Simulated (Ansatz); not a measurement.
Geometry optimisation, RKS PBE0-D4/def2-SVP (Ansatz).

The input (input.yaml):

```yaml
crystal:
  periodic: [false, false, false]
  atoms:
    - { symbol: B, position_ang: [-0.71851, 1.17998, -0.30649] }
    - { symbol: C, position_ang: [-0.54734, -0.34675, -0.15371] }
    - { symbol: "N", position_ang: [0.44808, 0.40443, 0.11845] }
    - { symbol: H, position_ang: [-0.57062, -1.42774, -0.09302] }
    - { symbol: H, position_ang: [1.3884, 0.19008, 0.43477] }
basis:
  gaussian: { orbitals: def2-SVP }
hamiltonian:
  xc: pbe0
  dispersion: d4
relax:
  f_tol: 0.02
  max_steps: 50
```

Run as:

```bash
$ ansatz run input.yaml --threads 1 --pin off --max-ram 2048MiB --backend cpu --events-out ev --progress --plain --runs-dir out
```

Task: Where does it end, and by what steps?

Result: The run converged. After 6 steps the energy has fallen by 0.122 eV; B1 moved furthest, 0.06 Å.

| step | energy less start (eV) | largest force component (eV/Å) | accepted |
| --- | --- | --- | --- |
| 0 | 0.0000 | 2.261 | yes |
| 1 | -0.0793 | 1.241 | yes |
| 2 | -0.1212 | 0.169 | yes |
| 3 | -0.1221 | 0.064 | yes |
| 4 | -0.1222 | 0.039 | yes |
| 5 | -0.1223 | 0.056 | yes |
| 6 | -0.1223 | 0.005 | yes |

```xyz
5
Properties=species:S:1:pos:R:3
B -0.745 1.227 -0.318
C -0.530 -0.368 -0.148
N 0.462 0.381 0.124
H -0.608 -1.461 -0.102
H 1.421 0.220 0.443
```

The run took 17 s on 1 thread of Intel(R) Xeon(R) Processor @ 2.70GHz (shared host), peak memory 0.13 GiB.
